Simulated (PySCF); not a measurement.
# Spin-orbit coupling and the first ionisation energy along the third row

Two-component X2C-1e calculated with PySCF 2.14: MP2 on generalised Hartree-Fock spinors (GMP2), with spin-orbit coupling off and on (screened by Boettger's factors); no Breit or QED terms. Values in eV; the references (NIST) lie between the lowest levels. Elements whose determinants are no pure J levels are left out.

```csv
element,configurations,spin-free,with spin-orbit,shift,reference
"Mg (x2c-SVPall-2c, [Ne] frozen)",[Ne] 3s2 → [Ne] 3s1,7.141,7.141,0.000,7.646
"Al (x2c-SVPall-2c, [Ne] frozen)",[Ne] 3s2 3p1 → [Ne] 3s2,5.647,5.656,0.009,5.986
"S (x2c-SVPall-2c, [Ne] frozen)",[Ne] 3s2 3p4 → [Ne] 3s2 3p3,9.580,9.607,0.027,10.360
"Cl (x2c-SVPall-2c, [Ne] frozen)",[Ne] 3s2 3p5 → [Ne] 3s2 3p4,12.330,12.322,-0.007,12.968
"Ar (x2c-SVPall-2c, [Ne] frozen)",[Ar] → [Ne] 3s2 3p5,15.350,15.285,-0.065,15.760
```

The largest shift is at Ar, -0.065 eV, where spin-orbit coupling lowers the species with fewer electrons by more than the one with more (starting occupations closed and 3p1/2^2 3p3/2^3).

What remains against the references is mostly the basis and correlation beyond MP2.
